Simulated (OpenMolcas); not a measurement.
# One shape, several levels: [NO2]+ (SMILES O=[N+]=O)

Aim: a comparison of 6 runs (B3LYP/STO-3G, PBE0/STO-3G, UB3LYP/STO-3G, r2SCAN/STO-3G, MP2/STO-3G, ACPF/STO-3G) of [NO2]+. 

Program for the calculation: OpenMolcas 26.06.

2 further runs of the same task are left out: 1 for a known fault of the program, 1 set aside as unsound or not needed.

**1. The structure to begin with**

[NO2]+: 3 atoms, total charge +1, spin state singlet. SMILES: `O=[N+]=O`. One bond was lengthened or shortened from a relaxed shape.

Bond lengths: O1–N2 1.363 Å, N2–O3 1.091 Å. Angles: O1–N2–O3 180.0°.

**2. The energy at B3LYP/STO-3G (run 1)**

job.inp

```
>>> EXPORT MOLCAS_PRINT=2

&GATEWAY
  BasLib=$CurrDir
  Coord
  3
  bohr
  O     -1.33032940     2.15232436    -0.48659314
  N     -0.00001890    -0.00001890     0.00000000
  O      1.06431265    -1.72188065     0.38928358
  Basis=STO-3G
  Group=NoSym

&SEWARD
  GridInput
  Grid=UltraFine
  End of Grid

&SCF
  Charge=1
  KSDFT=B3LYP
  Thresholds=1e-10 1e-07 1e-07 1e-05
  PrOrbitals=1 1
```

The basis set STO-3G is read from a file made from the Basis Set Exchange's data (not shown).

Run with:

```bash
$ export MOLCAS_MEM=1860
$ pymolcas job.inp > job.log
```

What it wrote:

```text
--- Start Module: gateway ---
[...]
--- Stop Module: gateway /rc=_RC_ALL_IS_WELL_ ---
--- Start Module: seward ---
[...]
      Basis functions           15
--- Stop Module: seward /rc=_RC_ALL_IS_WELL_ ---
--- Start Module: scf ---
[...]
       Convergence after  19 Iterations
[...]
::    Total KS-DFT energy                            -201.8890598545
[...]
      Total spin, S                                     0.0000000000
[...]
      Total electronic charge=   22.000000
      Total            charge=    1.000000
[...]
      Dipole Moment (debye):
      Origin of the operator (angstrom)=   -0.0490    0.0792   -0.0179
                   X=  8.2980E-02               Y= -1.3426E-01               Z=  3.0353E-02           Total=  1.6073E-01
      Center of Charge (angstrom)
[...]
--- Stop Module: scf /rc=_RC_ALL_IS_WELL_ ---
[...]
```

It took 4.2 s on 1 thread of Arm Neoverse V2, shared host; peak memory 0.37 GiB.

**3. The energy at PBE0/STO-3G (run 2)**

job.input

```
&gateway
baslib
$CurrDir
coord
3
bohr
O     -1.33032940     2.15232436    -0.48659314
N     -0.00001890    -0.00001890     0.00000000
O      1.06431265    -1.72188065     0.38928358
basis
STO-3G
group
NoSym
&seward
gridinput
Grid=UltraFine
End of Grid
&scf
charge
1
ksdft
PBE0
thresholds
1e-10 1e-07 1e-07 1e-05
prorbitals
1 1
```

The basis set STO-3G is read from a file made from the Basis Set Exchange's data (not shown).

Run with:

```bash
$ export MOLCAS_MEM=1860
$ pymolcas job.input > job.log
```

What it wrote:

```text
--- Start Module: gateway ---
[...]
--- Stop Module: gateway /rc=_RC_ALL_IS_WELL_ ---
--- Start Module: seward ---
[...]
      Basis functions           15
--- Stop Module: seward /rc=_RC_ALL_IS_WELL_ ---
--- Start Module: scf ---
[...]
       Convergence after  19 Iterations
[...]
::    Total KS-DFT energy                            -201.7207707848
[...]
      Total spin, S                                     0.0000000000
[...]
      Total electronic charge=   22.000000
      Total            charge=    1.000000
[...]
      Dipole Moment (debye):
      Origin of the operator (angstrom)=   -0.0490    0.0792   -0.0179
                   X=  9.9281E-02               Y= -1.6064E-01               Z=  3.6316E-02           Total=  1.9230E-01
      Center of Charge (angstrom)
[...]
--- Stop Module: scf /rc=_RC_ALL_IS_WELL_ ---
[...]
```

Run time: 3.9 s. Hardware: 1 thread of Arm Neoverse V2, shared host; peak memory 0.37 GiB.

**4. The energy at UB3LYP/STO-3G (run 3)**

job.input

```
* NO2 Kohn-Sham DFT
>>> EXPORT MOLCAS_PRINT=2
&gateway
baslib=$CurrDir
coord
3
bohr
O     -1.33032940     2.15232436    -0.48659314
N     -0.00001890    -0.00001890     0.00000000
O      1.06431265    -1.72188065     0.38928358
basis=STO-3G
group=NoSym
&seward
gridinput
Grid=UltraFine
End of Grid
&scf
uhf
charge=1
ksdft=B3LYP
thresholds=1e-10 1e-07 1e-07 1e-05
scramble=0.25
prorbitals=1 1
```

The basis set STO-3G is read from a file made from the Basis Set Exchange's data (not shown).

Run with:

```bash
$ export MOLCAS_MEM=1860
$ pymolcas job.input > job.log
```

What it wrote:

```text
--- Start Module: gateway ---
[...]
--- Stop Module: gateway /rc=_RC_ALL_IS_WELL_ ---
--- Start Module: seward ---
[...]
      Basis functions           15
--- Stop Module: seward /rc=_RC_ALL_IS_WELL_ ---
--- Start Module: scf ---
[...]
       Convergence after  24 Iterations
[...]
::    Total KS-DFT energy                            -201.8890598545
[...]
      Total spin, S                                    -0.0000000000
[...]
      Total electronic charge=   22.000000
      Total            charge=    1.000000
[...]
      Dipole Moment (debye):
      Origin of the operator (angstrom)=   -0.0490    0.0792   -0.0179
                   X=  8.2981E-02               Y= -1.3426E-01               Z=  3.0353E-02           Total=  1.6073E-01
      Center of Charge (angstrom)
[...]
--- Stop Module: scf /rc=_RC_ALL_IS_WELL_ ---
[...]
```

Wall time 6.3 s (1 thread of Arm Neoverse V2, shared host); peak memory 0.37 GiB.

Runs 4 to 5 aren't shown in full; the table further down has their settings and results.

**5. The energy at ACPF/STO-3G (run 6)**

job.inp

```
&GATEWAY
 BasLib
 $CurrDir
 Coord
 3
 bohr
 O     -1.33032940     2.15232436    -0.48659314
 N     -0.00001890    -0.00001890     0.00000000
 O      1.06431265    -1.72188065     0.38928358
 Basis
 STO-3G
 Group
 NoSym

&SEWARD

&SCF
 Charge
 1
 Thresholds
 1e-10 1e-07 1e-07 1e-05
 PrOrbitals
 1 1

&MOTRA
 Frozen
 3

&GUGA
 Electrons
 16
 Spin
 1
 Inactive
 8
 Active
 0
 CIAll
 1

&CPF
 ACPF
```

The basis set STO-3G is read from a file made from the Basis Set Exchange's data (not shown).

Run with:

```bash
$ export MOLCAS_MEM=1860
$ pymolcas job.inp > job.log
```

What it wrote:

```text
--- Start Module: gateway ---
[...]
--- Stop Module: gateway /rc=_RC_ALL_IS_WELL_ ---
[...]
      Basis functions           15
[...]
       Convergence after  16 Iterations
[...]
::    Total SCF energy                               -200.9118085622
[...]
      Total spin, S                                     0.0000000000
[...]
      *** WARNING: Default frozen orbitals is overwritten by user input.
      *** Default values:   3
[...]
--- Start Module: guga ---
[...]
--- Stop Module: guga /rc=_RC_ALL_IS_WELL_ ---
--- Start Module: cpf ---
[...]
      Active orbitals                            0       0
[...]
      Spin quantum number                      0.0
[...]
     FINAL ACPF ENERGY        -201.20469540
     FINAL CORRELATION ENERGY   -0.29288683  REFERENCE ENERGY    -200.91180856
[...]
      Title:  ACPF natural orbitals
[...]
      Total electronic charge=   22.000000
      Total            charge=    1.000000
[...]
      Dipole Moment (debye):
      Origin of the operator (angstrom)=   -0.0490    0.0792   -0.0179
                   X= -4.9326E-01               Y=  7.9803E-01               Z= -1.8042E-01           Total=  9.5536E-01
      Quadrupole Moment (debye*angstrom):
[...]
--- Stop Module: cpf /rc=_RC_ALL_IS_WELL_ ---
[...]
```

Run time: 1.6 s. Hardware: 1 thread of Arm Neoverse V2, shared host; peak memory 0.37 GiB.

**6. Overview of the runs**

```tsv
run	level	scramble	integration grid	energy (Eh)	HOMO energy (eV)	LUMO energy (eV)	HOMO–LUMO gap (eV)	wall time
1	B3LYP/STO-3G	–	UltraFine	-201.889060	-18.36	-11.70	6.66	4.2 s
2	PBE0/STO-3G	–	UltraFine	-201.720771	-18.57	-11.40	7.17	3.9 s
3	UB3LYP/STO-3G	0.25	UltraFine	-201.889060	-18.36	-11.70	6.66	6.3 s
4	r2SCAN/STO-3G	–	UltraFine	-201.862642	-17.54	-12.37	5.17	4.8 s
5	MP2/STO-3G	–	–	-201.200825	-21.87	-7.01	14.85	1.6 s
6	ACPF/STO-3G	–	–	-201.204695	-21.87	-7.01	14.85	1.6 s
```

**7. Outcome**

| quantity | value |
| --- | --- |
| run 6: total energy | -201.20470 Eh |
| run 6: HOMO energy (Hartree–Fock orbitals) | -21.87 eV |
| run 6: LUMO energy (Hartree–Fock orbitals) | -7.01 eV |
| run 6: HOMO–LUMO gap (Hartree–Fock orbitals) | 14.85 eV |
| run 6: correlation energy (3 core orbitals frozen) | -292.9 mEh |

**Reading.** Over runs 1, 2, 3, 4 the HOMO–LUMO gap runs from 5.17 eV (r2SCAN/STO-3G) to 7.17 eV (PBE0/STO-3G). Totals of different functionals can't be ranked against each other. In runs 1, 2, 3, 4, 5, 6 the basis is minimal, so the values are rough. All runs together took 22 s, the longest 6.3 s.
